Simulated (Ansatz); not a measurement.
# [H···H···OH], doublet along the distance H1-H2

Starting geometry:

```yaml
atoms:
  - { symbol: H, position_ang: [-2.0563, 0.0498, 0.0000] }
  - { symbol: H, position_ang: [-1.3113, 0.0498, 0.0000] }
  - { symbol: O, position_ang: [0.1847, 0.0498, 0.0000] }
  - { symbol: H, position_ang: [0.4365, -0.8901, 0.0000] }
```

From there H2 is moved from one fragment to the other while all else, the fragments' distance too, stays fixed, so the hump isn't the reaction's barrier; atoms are numbered as listed. Energies are in kcal/mol, counted from the starting geometry at the same level. Kohn–Sham curves are unrestricted where that lies lower.

Basis 6-31G; Ansatz 0.2.0. Only valence electrons are correlated (noble-gas cores frozen).

In so small a basis the reference is far from its limit while semilocal and hybrid functionals are nearer theirs (RPA and double hybrids share much of the reference's basis error), so the functionals' errors here hold much of the reference's basis and frozen-core error, which can add to them or hide them.

Full CI is exact within this basis and frozen core; it isn't the basis-set limit.

```csv
distance H1-H2 (Å),full CI,PBE,r2SCAN,PBE0,B3LYP,r2SCAN0,CAM-B3LYP,wB97M-V,B2PLYP,RPA-PBE
0.693,0.7,2.8,2.0,1.8,1.8,1.3,1.7,1.4,1.2,1.1
0.745,0.0,0.0,0.0,0.0,0.0,0.0,0.0,0.0,0.0,0.0
0.817,1.7,-1.2,-0.2,0.2,0.2,0.8,0.4,0.7,1.0,1.1
0.890,4.4,-1.1,0.7,1.5,1.6,2.6,1.9,2.6,3.1,3.4
0.962,5.8,-1.0,1.1,2.3,2.6,3.7,2.9,3.8,4.2,5.0
1.034,4.9,-1.8,0.3,1.6,2.3,2.9,2.5,3.3,3.4,5.0
1.106,1.8,-3.4,-1.8,-0.6,0.8,0.4,0.4,1.1,0.8,3.5
1.179,-2.2,-5.1,-4.0,-3.4,-1.3,-2.6,-2.2,-1.7,-2.4,1.2
1.251,-4.6,-5.1,-4.6,-4.8,-1.9,-4.1,-3.4,-3.1,-4.1,0.1
```

Judged by the spread of the error over the points with a reference (largest less smallest), which of these follows full CI best and which worst?

Subtracting the full CI column from each: best B2PLYP (errors from -1.6 to 0.6, spread 2.2 kcal/mol), worst PBE (from -6.9 to 2.0, spread 8.9 kcal/mol). Functionals and wave-function methods converge differently with the basis, so part of this is basis effect.
